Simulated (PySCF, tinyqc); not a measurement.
RHF in the sto-6g basis, for H2O, spin multiplicity 1, step by step. The lowest restricted solution is unstable here: a spin-polarised one lies 0.0263 hartree lower (PySCF). One step of it, computed by the program tinyqc.

Task: Orthogonalisation. S = U s U^T; symmetric (Loewdin) form X = U s^(-1/2) U^T, so that X^T S X = 1.

overlap S, order 1O 1s, 1O 2s, 1O 2px, 1O 2py, 1O 2pz, 2H 1s, 3H 1s:
```
[[1.000000, 0.231145, 0.000000, 0.000000, 0.000000, 0.020801, 0.020801],
 [0.231145, 1.000000, 0.000000, 0.000000, 0.000000, 0.247681, 0.247681],
 [0.000000, 0.000000, 1.000000, 0.000000, 0.000000, 0.000000, 0.000000],
 [0.000000, 0.000000, 0.000000, 1.000000, 0.000000, 0.192468, -0.192468],
 [0.000000, 0.000000, 0.000000, 0.000000, 1.000000, 0.136452, 0.136452],
 [0.020801, 0.247681, 0.000000, 0.192468, 0.136452, 1.000000, 0.079194],
 [0.020801, 0.247681, 0.000000, -0.192468, 0.136452, 0.079194, 1.000000]]
```

Give: eigenvalues of S; X.

Result:

eigenvalues of S: [0.5894, 0.6853, 0.8978, 1.0000, 1.0955, 1.2355, 1.4965]

X, order 1O 1s, 1O 2s, 1O 2px, 1O 2py, 1O 2pz, 2H 1s, 3H 1s:
```
[[1.0216, -0.1253, 0.0000, 0.0000, -0.0031, 0.0124, 0.0124],
 [-0.1253, 1.0718, 0.0000, 0.0000, 0.0274, -0.1320, -0.1320],
 [0.0000, 0.0000, 1.0000, 0.0000, 0.0000, 0.0000, 0.0000],
 [0.0000, 0.0000, 0.0000, 1.0316, 0.0000, -0.1079, 0.1079],
 [-0.0031, 0.0274, 0.0000, 0.0000, 1.0147, -0.0713, -0.0713],
 [0.0124, -0.1320, 0.0000, -0.1079, -0.0713, 1.0493, -0.0267],
 [0.0124, -0.1320, 0.0000, 0.1079, -0.0713, -0.0267, 1.0493]]
```
